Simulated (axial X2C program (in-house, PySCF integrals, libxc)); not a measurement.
**Spectroscopic constants of P₂**

Computed with an in-house all-electron X2C program for linear molecules (integrals from PySCF). Spin-free means the one-electron spin-free X2C Hamiltonian; two-component (2c) means X2C with spin–orbit coupling and atomic mean-field two-electron Coulomb and Gaunt terms, so the difference of the two also holds small scalar two-electron terms. Basis: P dyall-v3z [8s7p2d1f] (cores contracted in-house); Gaussian nuclei, density fitting, unrestricted open shells. Masses: P 30.974 u.

The run was started with this input:
```json
{
 "zs": [
  15,
  15
 ],
 "q": 0,
 "bas": [
  "dyall-v3z",
  "dyall-v3z"
 ],
 "levels": [
  "PBE0",
  "HF",
  "TPSS"
 ],
 "cc": true,
 "r0": 2.04,
 "thr": -2.0,
 "nmax": 90,
 "npts": 10,
 "nst": 2,
 "ntry": 6
}
```
```bash
python so2c.py task.json out
```

Keys: zs atomic numbers; q charge; bas basis sets; levels methods; cc coupled cluster on or off; r0 starting distance in Å; thr threshold in hartree for freezing inner shells (an s shell follows its p shell); nmax most natural virtual spinors; npts points on the curve; nst determinants followed; ntry starts of the search. HF also brings MP2.

State, spin-free: M_S = 0, Λ = 0 (closed shell); electrons by block: σα: 9, σβ: 9, π+α: 3, π+β: 3, π-α: 3, π-β: 3. Fragments: P + P.

State, 2c: Ω = 0 (closed shell); electrons by block: 1/2: 12, -1/2: 12, 3/2: 3, -3/2: 3. Fragments: P + P.

```
Hamiltonian    level  Re (Å)  ωe (cm⁻¹)  ωexe (cm⁻¹)  Be (cm⁻¹)  αe (cm⁻¹)  De (eV)  D0 (eV)  k (mdyn/Å)
  spin-free      MP2   1.926      726.9         3.74     0.2934    0.00171     4.64     4.60        4.82
         2c     PBE0   1.889      826.0         2.29     0.3052    0.00124     4.71     4.66        6.23
         2c       HF   1.857      908.2         2.06     0.3155     0.0011     1.55     1.50        7.53
         2c     CCSD   1.900      806.5          2.5     0.3015    0.00131     4.14     4.09        5.93
         2c  CCSD(T)   1.916      769.6         2.75     0.2965    0.00141     4.52     4.47         5.4
         2c     TPSS   1.906      787.2         2.42     0.2998    0.00132     4.93     4.89        5.65
```

Spin-free values that have a 2c row agree with it to the digits that matter (0.001 Å, 0.01 eV) and are not repeated.

Correlated methods: 10 electrons correlated (number of frozen shells: P 2 s, 1 p), 138 virtual spin orbitals or spinors in MP2, 90 natural virtuals in coupled cluster.

One determinant describes the state; a PBE0 search over occupations chose it and may have missed a lower one. Closed shells are restricted here (equal orbitals for both partners); the stretched side of such a curve lies too high. De is counted from the lowest determinant-based energies of the atoms at the same level, without counterpoise correction. CCSD and (T) use frozen natural virtuals with an MP2 correction for the truncation; (T) itself is uncorrected, so its De runs slightly low.

No reliable constants came from MP2 (2c): no minimum in range, unconverged points, a curve that is not smooth, a change of character along it, or the two Hamiltonians disagreeing along it.

Rough cost a point (2c) on 1 thread(s) of a shared host, integrals apart: PBE0 0.15 s, HF 0.08 s, CCSD(T) 5 s, TPSS 0.23 s.

The whole task took 83 s on 1 thread of Intel(R) Xeon(R) Processor @ 2.30GHz, with other jobs on the host.
